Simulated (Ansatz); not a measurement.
The first iterations of a band of BFH$_{2}$ (4 atoms, charge 0, multiplicity 1).

The calculation used Ansatz 0.2.0, RKS B3LYP/def2-TZVP.

```yaml
movable_images: 6
climbing_image: no
spring: 5.0 eV/Å²
optimiser: quadratic models (default)
start_path: through a guess of the saddle point
force_threshold: 0.05 eV/Å
iteration_limit: 60
end_points: relaxed
```

First end point:

```xyz
4
Properties=species:S:1:pos:R:3
B 0.263 0.000 0.203
H 0.257 0.000 1.396
F 1.435 0.000 -0.408
H -0.718 0.000 -0.476
```

Last end point:

```xyz
4
Properties=species:S:1:pos:R:3
B -0.563 0.000 -0.102
H 1.301 0.000 0.514
F 2.211 0.000 0.802
H -1.712 0.000 -0.500
```

| iteration | highest image above the first end (eV) | largest band force component (eV/Å) |
| --- | --- | --- |
| 1 | 6.202 | 5.652 |
| 2 | 5.637 | 3.187 |
| 3 | 5.368 | 3.423 |

Does the band converge within its limit, and where does its top end?

The run converged. It ended after 11 iterations with the highest image 5.094 eV above the first end. Neighbouring images differ by up to 2.6 eV, so the band resolves the path poorly. No image climbed, so the highest image needn't sit at the top of the path. The orbitals stay closed-shell, which can raise the energy where a bond breaks towards radicals; this wasn't checked here.

Time of the run: 59 s on 1 thread of Arm Neoverse V1, on a shared host, peak memory 0.12 GiB.
